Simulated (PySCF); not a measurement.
Frontier orbitals and the lowest excitations

Compound: cyclopropylisocyanide, C4H5N.
Geometry (PBE0-D3(BJ)/def2-SVP, Å), atoms numbered from 1 in this order:
```
atom  x, y, z in Å
C1     2.7784   -0.3115   -0.1523
N2     1.6571   -0.1954    0.1751
C3     0.3294   -0.0584    0.5686
C4    -0.7538   -0.6679   -0.2775
C5    -0.5894    0.8186   -0.2355
H6     0.2022   -0.0748    1.6552
H7    -0.4311   -1.1907   -1.1807
H8    -1.5970   -1.1268    0.2442
H9    -0.1566    1.3095   -1.1101
H10   -1.3145    1.4206    0.3172
```

Method: PySCF, TDDFT CAM-B3LYP/def2-SVPD, vertical, gas phase, core orbitals frozen in the response.

Kohn–Sham orbitals with the atoms that hold most of them (Löwdin shares over 4%, at most four atoms; ? is withheld):

```json
{"orbital": "HOMO-3", "ε (eV)": "-12.27", "atoms": "N2 37%, C1 17%, C4 15%, C5 15%"}
{"orbital": "HOMO-2", "ε (eV)": "-10.51", "atoms": "C5 21%, C4 21%, N2 20%, C1 14%"}
{"orbital": "HOMO-1", "ε (eV)": "-10.16", "atoms": "C1 80%, N2 15%"}
{"orbital": "HOMO", "ε (eV)": "-9.84", "atoms": "?"}
{"orbital": "LUMO", "ε (eV)": "?", "atoms": "?"}
{"orbital": "LUMO+1", "ε (eV)": "1.76", "atoms": "H9 15%, H7 15%, C5 14%, C4 14%"}
{"orbital": "LUMO+2", "ε (eV)": "1.77", "atoms": "C1 33%, N2 18%, C4 9%, C5 9%"}
```

(1) Give the leading atoms of the LUMO.

(2) Give the leading atoms of the HOMO.

(3) What is the LUMO energy, and the HOMO–LUMO gap?

Results:

(1) H6 (bonded to C) 17%; C3 (bonded to 2 C, N and H) 15%; C5 (bonded to 2 C and 2 H) 12%; C1 (bonded to N) 12%. By element: carbon 39% or more, hydrogen 17% or more.

(2) N2 (bonded to 2 C) 25%; C3 (bonded to 2 C, N and H) 24%; C1 (bonded to N) 16%; C4 (bonded to 2 C and 2 H) 14%. By element: carbon 53% or more, nitrogen 25%.

(3) ε(LUMO) = 1.16 eV; the gap is 11.00 eV (0.4042 hartree).

Question: The HOMO–LUMO gap is 11.00 eV. Where does the response calculation put the lowest singlet, and from which orbitals?

Answer: S1 is at 7.21 eV (f = 0.0010), 3.78 eV below the gap, made of HOMO→LUMO (52%), HOMO→LUMO+4 (22%), HOMO→LUMO+1 (13%). Without the coupling terms of the response equations the lowest excitation would equal the gap.

Next come S2 at 7.76 eV (f 0.058), HOMO→LUMO+2 (37%), HOMO→LUMO+3 (18%), HOMO-2→LUMO (17%); S3 at 8.02 eV (f 0.054), HOMO-1→LUMO (38%), HOMO-1→LUMO+4 (32%), HOMO-1→LUMO+1 (15%); S4 at 8.06 eV (f 0.0017), HOMO-2→LUMO+2 (41%), HOMO-2→LUMO+3 (16%), HOMO-3→LUMO+2 (11%); S5 at 8.14 eV (f 0.071), HOMO-1→LUMO+2 (59%), HOMO-1→LUMO+3 (28%).

The run took 47 s wall on one thread of an Arm Neoverse V2, no GPU (shared host), and the process peaked at 0.60 GiB of memory.
